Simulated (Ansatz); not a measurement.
# C₂H₅NO (singlet): wave-function methods side by side, 6-31G

One table from this session's results is given with a row withheld; the runs are named, their logs left out.

The runs use Ansatz 0.2.0, Gaussian basis; 6-31G, core rule «outside noble gas», up to 4 orbitals frozen.

Plan: UHF; CCSD(T) on RHF; BCCD(T) on RHF; CISD; CCSDT(Q) on RHF; CASSCF and MRCISD+Q, 8 electrons in 8 orbitals; CASSCF and MRCISD+Q(relaxed), 8 electrons in 8 orbitals; CASSCF and NEVPT2, 8 electrons in 8 orbitals.

18 further runs of the same task are left out: 18 set aside as unsound or not needed.

## What is computed

The geometry is an MP2(full)/6-31G* stationary point (not a proven minimum).

9 atoms, charge 0, spin multiplicity 1.

Atoms are counted from 1 here; the program's logs count them from 0.

Bond lengths: O1–C2 1.227 Å, C2–N3 1.373 Å, C2–C4 1.514 Å, N3–H5 1.010 Å, N3–H9 1.011 Å, C4–H6 1.089 Å, C4–H7 1.093 Å, C4–H8 1.094 Å. Angles: O1–C2–N3 122.1°, O1–C2–C4 123.3°, N3–C2–C4 114.6°, C2–N3–H5 120.8°, C2–N3–H9 116.4°, H5–N3–H9 117.2°, C2–C4–H6 108.5°, C2–C4–H7 111.3°, C2–C4–H8 110.2°, H6–C4–H7 109.7°, H6–C4–H8 108.9°, H7–C4–H8 108.2°.

Set-up of the first run:

File in.yaml:

```yaml
crystal:
  periodic: [false, false, false]
  atoms:
    - {symbol: O, position_ang: [0.382196, 1.266141, 0.013154]}
    - {symbol: C, position_ang: [0.034808, 0.088906, 0.000871]}
    - {symbol: N, position_ang: [0.943168, -0.939420, -0.043790]}
    - {symbol: C, position_ang: [-1.413825, -0.349548, 0.004976]}
    - {symbol: H, position_ang: [0.665602, -1.885132, 0.175062]}
    - {symbol: H, position_ang: [-2.039579, 0.524039, -0.170357]}
    - {symbol: H, position_ang: [-1.603192, -1.100153, -0.766566]}
    - {symbol: H, position_ang: [-1.674463, -0.783890, 0.974934]}
    - {symbol: H, position_ang: [1.910783, -0.692457, 0.116986]}
basis:
  gaussian: {orbitals: 6-31G}
magnetization: {spin_polarized: true, initial_magnetization: 0}
hamiltonian: {xc: hf}
output: {orbitals: {seedname: orbitals}}
```

Command:

```sh
$ ansatz run in.yaml --threads 1 --pin off --events-out ev --progress --plain --max-ram 2560MiB --backend cpu
```

Among the steps run: UHF; CCSD(T) on RHF; BCCD(T) on RHF; CISD; CCSDT(Q) on RHF; CASSCF and MRCISD+Q, 8 electrons in 8 orbitals; CASSCF and MRCISD+Q(relaxed), 8 electrons in 8 orbitals; CASSCF and NEVPT2, 8 electrons in 8 orbitals.

One of the session's tables, all rows but one given; the rest of the session is left out.

```
   method  from RCCSDT(Q) (kcal/mol)
      RHF                    +282.58
     RMP2                     +23.76
     CISD                     +42.22
    RCCSD                      +8.80
 RCCSD(T)                      +1.24
  BCCD(T)                      +1.16
   RCCSDT                          ?
RCCSDT(Q)                          0
```

Estimate the missing values for RCCSDT.

The run gave: from RCCSDT(Q) (kcal/mol): +0.85. In the column «from RCCSDT(Q) (kcal/mol)» it lies between RCCSDT(Q) (0) and BCCD(T) (+1.16).

Not comparable, so not listed: CASSCF and NEVPT2, 8 electrons in 8 orbitals (they don't share determinant, frozen orbitals or solution with the rows shown, or repeat one).

Left out of the table: CASSCF frontier, MRCISD frontier, MRCISD+Q frontier (the active space lost an orbital or holds another state than full CI finds).

Caveats from the session: Left out of the table: MRCISD+Q(relaxed) frontier (another determinant or state than the rows shown). Warnings in the runs' records: passed over end.
